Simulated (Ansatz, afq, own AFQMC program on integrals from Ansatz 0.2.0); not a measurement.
Integrals from Ansatz 0.2.0, then the random walk in our own AFQMC program (afq).

```yaml
crystal:
  periodic: [false, false, false]
  atoms:
    - {symbol: Si, position_ang: [-0.005941, 0.000000, 1.692878]}
    - {symbol: Ge, position_ang: [-0.001466, 0.000000, -0.747359]}
    - {symbol: H, position_ang: [1.461722, -0.000031, 1.996378]}
    - {symbol: H, position_ang: [-0.595235, 1.204279, 2.346671]}
    - {symbol: H, position_ang: [-0.595286, -1.204254, 2.346671]}
basis:
  gaussian: {orbitals: cc-pVDZ}
magnetization: {spin_polarized: true, initial_magnetization: 1}
correlation: {method: ccsd_t, electrons: outside_noble_gas, hamiltonian_folder: ham}
```

```sh
$ ansatz run in.yaml --threads 1 --pin off --events-out ev --progress --plain --max-ram 1382MiB
```

afq runs on the folder ham with

```
--method phaseless --trial hf --walkers 120 --populations 1 --least-time 40 --time-step 0.005 --steps-per-block 20 --equilibration-blocks 112 --max-blocks 600 --target-error 0.0012000 --factor-cut 1e-05 --start spin_pure --seed 7528 --taylor-order 6
```

Times are imaginary, in 1/Eh. The walk had a cap of 1706 s. Filled inner d shells are frozen with the cores.

```
orbitals 41  electrons 6 5  factors 314 of 640
reference energy -2365.96471656 Eh
CCSD correlation -0.20115973 Eh in 16 cycles, weight of the determinant in the CISD state 0.8535
energy of the start -2365.965395 Eh
 block  time / (1/Eh)  mean weight  energy / Eh
     1     0.100  1.0010  -2365.996899
     2     0.200  1.0015  -2366.023334
     3     0.300  1.0008  -2366.043401
     4     0.400  1.0017  -2366.063784
     5     0.500  1.0003  -2366.075845
     7     0.700  1.0005  -2366.099994
     9     0.900  1.0000  -2366.117693
    14     1.400  0.9999  -2366.139734
    40     4.000  0.9993  -2366.160645
    66     6.600  1.0005  -2366.166805
    92     9.200  0.9998  -2366.164425
   118    11.800  0.9997  -2366.175027
   144    14.400  1.0000  -2366.173288
   170    17.000  1.0005  -2366.159774
   196    19.600  1.0001  -2366.155798
   222    22.200  0.9990  -2366.152893
   248    24.800  1.0005  -2366.167403
   274    27.400  0.9993  -2366.187236
   287    28.700  1.0000  -2366.194963
   300    30.000  1.0033  -2366.177603
   326    32.600  0.9987  -2366.159888
   352    35.200  0.9985  -2366.173389
   378    37.800  0.9984  -2366.192283
   404    40.400  0.9998  -2366.182478
   430    43.000  1.0018  -2366.173927
   456    45.600  1.0015  -2366.182673
   482    48.200  1.0000  -2366.179241
   508    50.800  1.0014  -2366.169628
   521    52.100  1.0009  -2366.179289
blocks merged  error / Eh  count
     1  0.000518  410
     2  0.000685  205
     4  0.000875  102
     8  0.001095  51
    16  0.001164  25
    32  0.001273  12
energy -2366.172567 +/- 0.001164 Eh
(rows thinned)
```

(1) Estimate how long the walk took on 1 thread of Arm Neoverse V2, on a shared host.

The run passed its tests (sampling time, drift between the halves within three errors, error under three times the target), which doesn't prove that it has relaxed.

Against this walk (error 31.7 meV) on the same determinant: CCSD(T) 42.4 meV higher (within the noise), the released energy of a separate walk with a CISD trial 11.2 ± 35.0 meV higher (within the noise), a separate phaseless walk with a CISD trial and standard settings 22.4 ± 33.5 meV higher (within the noise). The error is statistical and leaves out the bias of the constraint.

Cautions: constraint bias not in the error; no relativity below Rb; no spin-orbit coupling; inner d shell frozen; unrestricted determinant slightly spin contaminated (⟨S²⟩ 0.81 against 0.75).

## Answers

(1) 3.4 min of wall time.

A walk keeps the symmetry of its determinant, which the program's search chose and which needn't be the lowest solution, so a lower state of the same spin and another symmetry isn't excluded.
